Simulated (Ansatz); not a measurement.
We consider hcp Lu, described by r²SCAN-D4 (PAW; Ansatz, an electronic-structure program).

Run with plane-wave cutoff 560 eV, 18×18×10 k mesh (along the axes of the cell as run), Fermi–Dirac smearing 0.05 eV, scalar-relativistic PAW data made under PBE.

The cell is scaled about its equilibrium volume:

Shape and atoms are relaxed at each volume.

| V (Å³/atom) | P (GPa) | c (Å) | a (Å) |
|---|---|---|---|
| 27.666 | 2.05 | 5.358 | 3.453 |
| 28.242 | 0.98 | 5.399 | 3.476 |
| 28.819 | 0.00 | 5.439 | 3.498 |
| 29.395 | -0.90 | 5.481 | 3.519 |
| 29.971 | -1.73 | 5.523 | 3.540 |

Note: the bulk modulus comes from volumes at which shape and atoms were relaxed.
